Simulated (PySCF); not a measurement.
PySCF input (BP86/6-31G* (5d)):

```python
from pyscf import gto, dft

mol = gto.M(
    atom='''
    Cl   -0.00000000   -0.00000000   -0.07362004
    H     0.00000000    0.00000000    1.25154065
    ''',
    basis='6-31g*',
    charge=1,
    spin=1,
    symmetry='C2v',
    verbose=4,
)

mf = dft.UKS(mol, xc='bp86')
mf.grids.level = 3
mf.conv_tol = 1e-9
mf.max_cycle = 100
mf.max_memory = 1500
mf.kernel()
if not mf.converged:
    mf = mf.newton()
    mf.kernel(mf.make_rdm1())
mf.dip_moment()
```

From the last part of the output:

```

WARN: HOMO -0.344140551314071 >= LUMO -0.34414055131407

WARN: alpha-B1 HOMO -0.344140551314071 > system LUMO -0.34414055131407

WARN: alpha-B2 HOMO -0.344140551314071 > system LUMO -0.34414055131407

WARN: beta-B1 HOMO -0.344140551314071 > system LUMO -0.34414055131407

WARN: beta-B2 LUMO -0.34414055131407 < system HOMO -0.344140551314071

cycle= 1 E= -460.330938802893  delta_E= 0.445  |g|= 0.164  |ddm|= 0.976
alpha HOMO (B1) = -0.719231551870365  LUMO (A1) = -0.392729483960503
beta  HOMO (B1) = -0.702678986510528  LUMO (B2) = -0.697249683772027
  HOMO = -0.702678986511  LUMO = -0.697249683772  gap/eV = 0.14774
cycle= 2 E= -460.345173006287  delta_E= -0.0142  |g|= 0.0959  |ddm|= 0.415
alpha HOMO (B1) = -0.669665922432538  LUMO (A1) = -0.356989612838369
beta  HOMO (B1) = -0.653260722350012  LUMO (B2) = -0.644632968672743
  HOMO = -0.65326072235  LUMO = -0.644632968673  gap/eV = 0.23477
cycle= 3 E= -460.350629921172  delta_E= -0.00546  |g|= 0.0106  |ddm|= 0.151
alpha HOMO (B1) = -0.671472561509983  LUMO (A1) = -0.353059735368174
beta  HOMO (B1) = -0.655088296412351  LUMO (B2) = -0.644253002596619
  HOMO = -0.655088296412  LUMO = -0.644253002597  gap/eV = 0.29484
cycle= 4 E= -460.350701427664  delta_E= -7.15e-05  |g|= 0.0037  |ddm|= 0.0177
alpha HOMO (B1) = -0.670686052717386  LUMO (A1) = -0.353317818796481
beta  HOMO (B1) = -0.654302192875686  LUMO (B2) = -0.643142027697328
  HOMO = -0.654302192876  LUMO = -0.643142027697  gap/eV = 0.30368
cycle= 5 E= -460.350710815766  delta_E= -9.39e-06  |g|= 0.00132  |ddm|= 0.00636
alpha HOMO (B1) = -0.670899621014372  LUMO (A1) = -0.353314561752444
beta  HOMO (B1) = -0.654512818039831  LUMO (B2) = -0.643236102220425
  HOMO = -0.65451281804  LUMO = -0.64323610222  gap/eV = 0.30686
cycle= 6 E= -460.350711933124  delta_E= -1.12e-06  |g|= 9.02e-05  |ddm|= 0.00162
alpha HOMO (B1) = -0.670916935516198  LUMO (A1) = -0.353285012954319
beta  HOMO (B1) = -0.654520109202489  LUMO (B2) = -0.643244732988527
  HOMO = -0.654520109202  LUMO = -0.643244732989  gap/eV = 0.30682
cycle= 7 E= -460.350711943001  delta_E= -9.88e-09  |g|= 1.49e-05  |ddm|= 0.000182
alpha HOMO (B1) = -0.670917566622527  LUMO (A1) = -0.353277320979673
beta  HOMO (B1) = -0.65451819315109  LUMO (B2) = -0.643243939944832
  HOMO = -0.654518193151  LUMO = -0.643243939945  gap/eV = 0.30679
cycle= 8 E= -460.350711943403  delta_E= -4.02e-10  |g|= 1.28e-06  |ddm|= 4.58e-05
alpha HOMO (B1) = -0.670917095791563  LUMO (A1) = -0.353276977179059
beta  HOMO (B1) = -0.654517773501365  LUMO (B2) = -0.643243586405583
  HOMO = -0.654517773501  LUMO = -0.643243586406  gap/eV = 0.30679
Extra cycle  E= -460.350711943404  delta_E= -1.65e-12  |g|= 8.12e-07  |ddm|= 3.4e-06
converged SCF energy = -460.350711943404  <S^2> = 0.75207046  2S+1 = 2.0020694

WARN: System has nonzero charge 1; the dipole moment is origin-dependent.
Location of origin: [0. 0. 0.]

Dipole moment(X, Y, Z, Debye):  0.00000,  0.00000,  1.80115
```

The dipole moment of an ion depends on the origin.
